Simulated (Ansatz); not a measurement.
# CH₅NS₂: how energies converge with the basis set

One table from this session's results is given with a row withheld; the runs are named, their logs left out.

Method: one geometry, several basis sets; program: Ansatz 0.2.0, Gaussian basis.

Plan: PBE0-D4/def2-SVP; ωB97M-V/def2-SVP; PBE0-D4/def2-QZVPP; ωB97M-V/def2-QZVPP; the functionals' def2-TZVPP values are taken from earlier runs.

## Structure used throughout

The geometry comes from an earlier relaxation with PBE0-D4 in a triple-zeta def2 set; it is a stationary point, not always the lowest conformer.

SMILES `NCSS`, 9 atoms, charge 0, spin multiplicity 1.

Atoms are counted from 1 here; the program's logs count them from 0.

Bond lengths: N1–C2 1.422 Å, N1–H5 1.012 Å, N1–H6 1.013 Å, C2–S3 1.849 Å, C2–H7 1.091 Å, C2–H8 1.094 Å, S3–S4 2.038 Å, S4–H9 1.349 Å. Angles: C2–N1–H5 111.5°, C2–N1–H6 110.7°, H5–N1–H6 108.0°, N1–C2–S3 117.5°, N1–C2–H7 109.9°, N1–C2–H8 110.7°, S3–C2–H7 107.1°, S3–C2–H8 102.8°, H7–C2–H8 108.2°, C2–S3–S4 101.7°, S3–S4–H9 99.4°.

The first run:

The input, in.yaml:

```yaml
crystal:
  periodic: [false, false, false]
  atoms:
    - {symbol: N, position_ang: [-0.779659, 1.179519, -0.123613]}
    - {symbol: C, position_ang: [0.294540, 0.439197, -0.688525]}
    - {symbol: S, position_ang: [0.185048, -1.405901, -0.629815]}
    - {symbol: S, position_ang: [-0.006414, -1.743683, 1.370371]}
    - {symbol: H, position_ang: [-1.663418, 0.937565, -0.553722]}
    - {symbol: H, position_ang: [-0.855403, 0.997945, 0.870265]}
    - {symbol: H, position_ang: [1.232858, 0.720794, -0.209089]}
    - {symbol: H, position_ang: [0.383252, 0.642057, -1.759769]}
    - {symbol: H, position_ang: [1.297697, -1.813892, 1.706698]}
basis:
  gaussian: {orbitals: def2-SVP}
hamiltonian: {xc: pbe0, dispersion: d4}
output: {orbitals: {seedname: orbitals}}
```

The run is started by

```bash
$ ansatz run in.yaml --threads 2 --pin off --events-out ev --progress --plain --max-ram 4352MiB
```

Steps of the session up to this table: PBE0-D4 in def2-SVP; ωB97M-V in def2-SVP; PBE0-D4 in def2-QZVPP; ωB97M-V in def2-QZVPP.

One table of the session follows, with a row left open; its other results are not shown here.

It belongs to the step «Density functionals: the series». 

```
functional       basis  HOMO (eV)  LUMO (eV)
   PBE0-D4    def2-SVP      -6.65      -0.16
   PBE0-D4  def2-TZVPP          ?          ?
   PBE0-D4  def2-QZVPP      -6.86      -0.67
   ωB97M-V    def2-SVP      -8.84       2.09
   ωB97M-V  def2-TZVPP      -9.02       1.54
   ωB97M-V  def2-QZVPP      -9.07       1.22
```

Q: Estimate the row for PBE0-D4, def2-TZVPP from the others.

As computed: HOMO (eV): -6.81; LUMO (eV): -0.53. In the column «HOMO (eV)» it lies between PBE0-D4, def2-QZVPP (-6.86) and PBE0-D4, def2-SVP (-6.65).
